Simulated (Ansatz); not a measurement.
**Rock-salt TiC**

Computed with revPBE (Ansatz, a first-principles code, PAW).

Numerical settings: plane-wave cutoff 520 eV, 26×26×26 k mesh, Fermi–Dirac smearing 0.055 eV (set by the program), no spin polarisation, scalar-relativistic PAW data made under PBE.

Cell: relaxed at this level.

```json
{
  "elastic constant C11": "489 GPa",
  "elastic constant C12": "118 GPa",
  "elastic constant C44": "167 GPa",
  "Voigt–Reuss–Hill bulk modulus": "242 GPa",
  "Voigt–Reuss–Hill shear modulus (Hill average)": "174 GPa",
  "young_modulus": "421 GPa",
  "poisson_ratio": "0.209"
}
```

Measured, for comparison: elastic constant C11 500 GPa (temperature not stated, no zero-point or thermal correction, our sources range from 500 to 514; as tabulated in Jochym et al. (1999), arXiv:1301.6077); elastic constant C12 113 GPa (temperature not stated, no zero-point or thermal correction, our sources range from 106 to 113; as tabulated in Jochym et al. (1999), arXiv:1301.6077); elastic constant C44 175 GPa (temperature not stated, no zero-point or thermal correction; as tabulated in Jochym et al. (1999), arXiv:1301.6077). Computed (rounded) less measured: elastic constant C11 -2 % (-2 % to -5 % over the range), elastic constant C12 +4 % (+4 % to +11 % over the range), elastic constant C44 -5 %. A static lattice is as a rule a little smaller and stiffer than an uncorrected measurement, which narrows the difference in the elastic constant C12 and would widen misses of the other sign.

Elastic constants are with the ions relaxed.

Computed values are for the static lattice.

It cost about 7 core-minutes (a rough figure) of CPU time.
